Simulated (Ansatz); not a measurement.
Geometry optimisation, RKS BLYP-D4/6-31G in Ansatz 0.2.0.

Input file:

```yaml
crystal:
  periodic: [false, false, false]
  atoms:
    - { symbol: S, position_ang: [-1.1965, -1.2871, 1.4207] }
    - { symbol: C, position_ang: [-0.7307, 0.0316, 0.4554] }
    - { symbol: C, position_ang: [0.5684, 0.0217, -0.2597] }
    - { symbol: Cl, position_ang: [0.3723, 0.2552, -1.9837] }
    - { symbol: H, position_ang: [-1.3324, 0.9405, 0.3163] }
    - { symbol: H, position_ang: [1.1527, -0.8964, -0.104] }
    - { symbol: H, position_ang: [1.2275, 0.8664, 0.1091] }
basis:
  gaussian: { orbitals: "6-31G" }
hamiltonian:
  xc: blyp
  dispersion: d4
relax:
  f_tol: 0.015
  max_steps: 40
```

Launched with:

```bash
$ ansatz run input.yaml --threads 1 --pin off --max-ram 2048MiB --backend cpu --events-out ev --progress --plain --runs-dir out
```

Task: Where does it end, and by what steps?

Result: It converged. Limits of this set-up: no polarisation functions. After 8 steps the energy has fallen by 0.320 eV; Cl4 moved furthest, 0.12 Å.

| step | energy less start (eV) | largest force component (eV/Å) | accepted |
| --- | --- | --- | --- |
| 0 | 0.0000 | 3.357 | yes |
| 1 | -0.2094 | 1.980 | yes |
| 2 | -0.2248 | 0.949 | yes |
| 3 | -0.1257 | 0.888 | no |
| 4 | -0.3129 | 0.221 | yes |
| 5 | -0.3094 | 0.460 | no |
| 6 | -0.3195 | 0.121 | yes |
| 7 | -0.3202 | 0.040 | yes |
| 8 | -0.3205 | 0.011 | yes |

```xyz
7
Properties=species:S:1:pos:R:3
S -1.267 -1.267 1.430
C -0.710 0.010 0.477
C 0.623 0.026 -0.192
Cl 0.340 0.286 -2.094
H -1.333 0.901 0.328
H 1.174 -0.915 -0.096
H 1.235 0.891 0.101
```

Time of the run: 21 s on 1 thread of Arm Neoverse V1, with other jobs on the host, peak memory 0.12 GiB.
